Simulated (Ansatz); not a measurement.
# AlH₂O+ (quintet): the correlation ladder, cc-pVDZ

The task here is to estimate one member of a computed series from the others.

The runs use Ansatz 0.2.0, Gaussian basis; cc-pVDZ, core rule «outside noble gas», up to 6 orbitals frozen.

To be run: UHF; CCSD(T) on ROHF; CCSD(T) on UHF; BCCD(T) on ROHF; CISD; CCSDT(Q) on ROHF; CCSDT(Q) on UHF.

37 further runs of the same task are left out: 16 for a known fault of the program, 10 that didn't finish, 11 set aside as unsound or not needed.

**The geometry**

The geometry is a PBE0/def2-TZVP stationary point (not a proven minimum) of the parent state, kept for this charge and spin.

4 atoms, charge 1, spin multiplicity 5.

Atoms are counted from 1 here; the program's logs count them from 0.

Bond lengths: Al1–O2 1.747 Å, Al1–H3 1.777 Å, Al1–H4 1.777 Å. Angles: O2–Al1–H3 65.9°, O2–Al1–H4 65.9°, H3–Al1–H4 131.8°.

The first run:

in.yaml

```yaml
crystal:
  periodic: [false, false, false]
  atoms:
    - {symbol: Al, position_ang: [0.000000, 0.000000, 0.653528]}
    - {symbol: O, position_ang: [0.000000, 0.000000, -1.093006]}
    - {symbol: H, position_ang: [0.000000, -1.622098, -0.072304]}
    - {symbol: H, position_ang: [0.000000, 1.622098, -0.072304]}
basis:
  gaussian: {orbitals: cc-pVDZ}
total_charge: 1
magnetization: {spin_polarized: true, initial_magnetization: 4}
hamiltonian: {xc: hf}
output: {orbitals: {seedname: orbitals}}
```

Launch:

```sh
ansatz run in.yaml --threads 1 --pin off --events-out ev --progress --plain --max-ram 2393MiB
```

Among the steps run: UHF; CCSD(T) on ROHF; CCSD(T) on UHF; BCCD(T) on ROHF; CISD; CCSDT(Q) on ROHF; CCSDT(Q) on UHF.

One of the session's tables, all rows but one given; the rest of the session is left out.

It belongs to the step «Misses and costs». 

```
   method  from UCCSDT(Q) (kJ/mol)
     ROHF                   +568.3
      UHF                   +528.7
     RMP2                    +77.1
     UMP2                        ?
     CISD                    +41.8
    RCCSD                    +19.9
    UCCSD                    +18.4
 RCCSD(T)                     +3.9
 UCCSD(T)                     +4.4
  BCCD(T)                     +5.0
   RCCSDT                     +1.6
   UCCSDT                     +1.5
RCCSDT(Q)                     +0.4
UCCSDT(Q)                        0
```

Estimate the missing values for UMP2.

**Answer.** from UCCSDT(Q) (kJ/mol): +76.7. In the column «from UCCSDT(Q) (kJ/mol)» it lies between CISD (+41.8) and RMP2 (+77.1).

Caveats from the session: Restricted and unrestricted rows rest on different reference determinants; where their highest levels disagree by more than a few hundredths of an eV, they describe different states and don't form one ladder.
